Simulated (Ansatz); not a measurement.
## CHO, doublet: reading a ladder of total energies

Geometry: MP2(full)/6-31G*, from the G2/97 set.

```json
{"atom": "C", "x (Å)": "0.0326", "y (Å)": "0.6351", "z (Å)": "0.0000"}
{"atom": "O", "x (Å)": "0.0326", "y (Å)": "-0.5557", "z (Å)": "0.0000"}
{"atom": "H", "x (Å)": "-0.9058", "y (Å)": "1.2530", "z (Å)": "0.0000"}
```

Basis 6-31G; Ansatz 0.2.0. Correlated methods freeze the noble-gas cores, which leaves 11 electrons in 18 orbitals. Prefix R: restricted or restricted open-shell reference; prefix U: unrestricted.

Full CI is exact within this basis and frozen core; it isn't the basis-set limit. The frozen core follows each run's orbitals, which can shift R against U totals by a few meV.

Runs differ by some tens of microhartree through their thresholds and, for an open shell, their frozen cores, so steps under 0.1 kcal/mol mean nothing.

```json
{"level": "UHF", "total energy (hartree)": "-113.184943"}
{"level": "UMP2", "total energy (hartree)": "-113.391947"}
{"level": "UCCSD", "total energy (hartree)": "-113.398534"}
{"level": "UCCSD(T)", "total energy (hartree)": "-113.405376"}
{"level": "UCCSDT", "total energy (hartree)": "-113.406228"}
{"level": "UCCSDT(Q)", "total energy (hartree)": "-113.407171"}
{"level": "UCCSDTQ", "total energy (hartree)": "-113.406999"}
{"level": "full CI", "total energy (hartree)": "-113.407075"}
```

**Question.** What is the correlation energy at full CI, and what share of it do UMP2 and UCCSDT recover?

**Answer.** E(corr) = -113.407075 − (-113.184943) = -0.222132 hartree = -6.045 eV. UMP2: -0.207004 / -0.222132 = 93.19 %. UCCSDT: -0.221285 / -0.222132 = 99.62 %.

**Question.** By how many kcal/mol does UCCSD(T) miss full CI (1 hartree = 627.509 kcal/mol), and which steps make up the rest?

**Answer.** -113.405376 − (-113.407075) = 0.001699 hartree = 1.07 kcal/mol. Steps: UCCSDT − UCCSD(T) = -0.53, UCCSDT(Q) − UCCSDT = -0.59, UCCSDTQ − UCCSDT(Q) = 0.11, full CI − UCCSDTQ = -0.05 kcal/mol. Differences between like states or geometries often cancel part of this.
